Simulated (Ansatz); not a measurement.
`S=C=CCl` + H₂ → `C=C=S` + HCl at 500 K and 1 bar (hydrogenolysis of a C–Cl bond).

Program: Ansatz. Geometries: PBE0-D4/def2-TZVP. ΔE: electronic, gas phase. CBS: MP2 limit from def2 TZ/QZ plus the TZ coupled-cluster correction, frozen cores. This one scheme is used for every species.

| species | CCSD(T)/CBS energy (Eh) | H − E (kJ/mol) | S (J/(mol·K)) |
| --- | --- | --- | --- |
| `S=C=CCl` | -934.19040 | 85.9 | 330.5 |
| H₂ | -1.17544 | 41.0 | 145.5 |
| `C=C=S` | -475.02456 | 102.0 | 284.0 |
| HCl | -460.38127 | 32.5 | 201.9 |

H − E and S are ideal-gas, rigid-rotor, harmonic terms from PBE0-D4/def2-TZVP. The MP2-based limit puts H₂ 0.8 mEh under its directly extrapolated value; such offsets cancel only in part. 1 Eh = 2625.50 kJ/mol, R = 8.31446 J/(mol·K).

Problem. By hand: ΔE, ΔH, ΔS and ΔG.

Solution. ΔE = (-475.02456) + (-460.38127) − (-934.19040) − (-1.17544) = -0.03999 Eh = -105.0 kJ/mol. Δ(H − E) = 102.0 + 32.5 − 85.9 − 41.0 = 7.6, so ΔH = -97.4 kJ/mol. ΔS = 284.0 + 201.9 − 330.5 − 145.5 = 9.9 J/(mol·K). ΔG = -97.4 − 500 × (9.9)/1000 = -102.4 kJ/mol.

Problem. By hand: the equilibrium constant, and the temperature at which ΔG would vanish if ΔH and ΔS stayed fixed.

Solution. log₁₀ K = −ΔG/(RT ln 10) = 10.7. ΔH and −TΔS have one sign here, so there is no such temperature.

The number of gas molecules stays the same, so ΔS is small and ΔH decides. A doubt of 5 kJ/mol in ΔE shifts log₁₀ K by 0.5 here. These are equilibria of isolated gas molecules and say nothing of rates. Largest T1 diagnostic: 0.017 (customary marks: 0.02 for closed shells, 0.045 for open ones).
